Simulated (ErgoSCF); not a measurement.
# One shape, several levels: C2Si

Aim: a comparison of 5 runs (HF/STO-3G, HF/def2-SVP, B3LYP/6-31G*, PBE0/def2-SVP, BP86/pcseg-2) of C2Si. 

The calculation is run with ErgoSCF 3.8.

1 further run of the same task is left out (it didn't finish).

### 1 The molecule

C2Si: 3 atoms, total charge 0, spin state singlet. Geometry: relaxed at GFN2-xTB.

Bond lengths: C1–C2 1.259 Å, C2–Si3 1.781 Å. Angles: C1–C2–Si3 180.0°.

### 2 A single-point energy at HF/STO-3G (run 1)

Contents of job.ego:

```
set_nthreads("env")
scf.output_mulliken_pop = 1
tmpdir = "."
scf.max_number_of_iterations = 120
scf.use_diagonalization = 1
basis = "STO-3G"
charge = 0
molecule_inline
C  -2.10105420 1.39369191 -0.98789213
C  -0.25543428 0.16860136 -0.12018658
Si 2.35648848 -1.56231218 1.10807871
EOF
run "HF"
```

The basis set STO-3G is read from a file made from the Basis Set Exchange's data (not shown).

On the command line:

```bash
$ ergo < job.ego
```

Standard output:

```text
[...]
INSC SCF_general constructor, number of basis functions: 19
[...]
INSC Energy   1 =       -299.53683983505
[...]
INDE E_LUMO =          0.16074193966
[...]
INSC Energy  19 =       -360.17240296661  ( diff     -0.000000000000625 )
[...]
RESC CONVERGED after  19 iterations.
RESC FINAL ENERGY:       -360.17240296661
[...]
INSC SCF: dipole_moment_x [atomic units] =       1.67328457
INSC SCF: dipole_moment_y [atomic units] =      -1.10943947
INSC SCF: dipole_moment_z [atomic units] =       0.78681090
[...]
```

Wall time 1.2 s (1 thread of Arm Neoverse V2, shared host); peak memory 0.26 GiB.

### 3 A single-point energy at HF/def2-SVP (run 2)

Contents of run.inp:

```
set_nthreads("env")
molecule_inline Angstrom
C     -1.111830     0.737510    -0.522770
C     -0.135170     0.089220    -0.063600
Si     1.247000    -0.826740     0.586370
EOF
scf.use_diagonalization = 1
scf.output_mulliken_pop = 1
scf.max_number_of_iterations = 120
basis = "def2-SVP"
tmpdir = "."
run "HF"
```

The basis set def2-SVP is read from a file made from the Basis Set Exchange's data (not shown).

On the command line:

```bash
$ ergo < run.inp
```

Standard output:

```text
[...]
INSC SCF_general constructor, number of basis functions: 46
[...]
INSC Energy   1 =       -162.40839261682
[...]
INDE E_LUMO =         -0.01714443045
[...]
INSC Energy  18 =       -364.33713707011  ( diff     -0.000000000002387 )
[...]
RESC CONVERGED after  18 iterations.
RESC FINAL ENERGY:       -364.33713707011
[...]
INSC SCF: dipole_moment_x [atomic units] =       1.64716875
INSC SCF: dipole_moment_y [atomic units] =      -1.09205906
INSC SCF: dipole_moment_z [atomic units] =       0.77453730
[...]
```

Run time: 5.4 s. Hardware: 1 thread of Arm Neoverse V2, shared host; peak memory 0.26 GiB.

Runs 3 to 4 aren't shown in full; the table further down has their settings and results.

### 4 A single-point energy at BP86/pcseg-2 (run 5)

Contents of input.xyz:

```xyz
3

C     -1.111830     0.737510    -0.522770
C     -0.135170     0.089220    -0.063600
Si     1.247000    -0.826740     0.586370
```

Contents of job.ego:

```
set_nthreads(1)
scf.use_diagonalization = 1
scf.output_mulliken_pop = 1
tmpdir = "."
scf.max_number_of_iterations = 120
basis = "pcseg-2"
XC.radint = 1e-11
XC.angint = 41
XC.sparse_mode = 0
molecule "input.xyz"
run "BP86"
```

The basis set pcseg-2 is read from a file made from the Basis Set Exchange's data (not shown).

On the command line:

```bash
$ ergo job.ego
```

Standard output:

```text
[...]
INDF Weighted mixed functional:
[...]
INSC Energy   1 =       -106.67375483918
[...]
INDE E_LUMO =         -0.16956291921
[...]
INSC Energy  47 =       -365.58471698650  ( diff      0.000000000000114 )
[...]
RESC CONVERGED after  47 iterations.
RESC FINAL ENERGY:       -365.58471698650
[...]
INSC SCF: dipole_moment_x [atomic units] =       1.51993434
INSC SCF: dipole_moment_y [atomic units] =      -1.00799168
INSC SCF: dipole_moment_z [atomic units] =       0.71467931
[...]
```

Wall time 96 s (1 thread of Arm Neoverse V2, shared host); peak memory 0.26 GiB.

### 5 The series

```
run                               level  integration grid  radint  energy (Eh)  dipole moment (D)  wall time
  1                           HF/STO-3G                 –       –  -360.172403               5.48      1.2 s
  2                         HF/def2-SVP                 –       –  -364.337137               5.40      5.4 s
  3  B3LYP/6-31G* (spherical functions)             Turbo   1e-11  -365.513564               4.30       16 s
  4                       PBE0/def2-SVP             Turbo   1e-11  -365.139700               4.90      6.9 s
  5                        BP86/pcseg-2             Turbo   1e-11  -365.584717               4.98       96 s
```

### 6 What came out

| quantity | value |
| --- | --- |
| run 5: total energy | -365.58472 Eh |
| run 5: dipole moment | 4.98 D |

In words: The dipole moment (its size) runs from 4.30 D (B3LYP/6-31G*) to 5.48 D (HF/STO-3G). The two ends differ in method and basis. Totals of different functionals can't be ranked against each other. In run 1 the basis is minimal, so the values are rough. All runs together took 2.1 min, the longest 96 s.
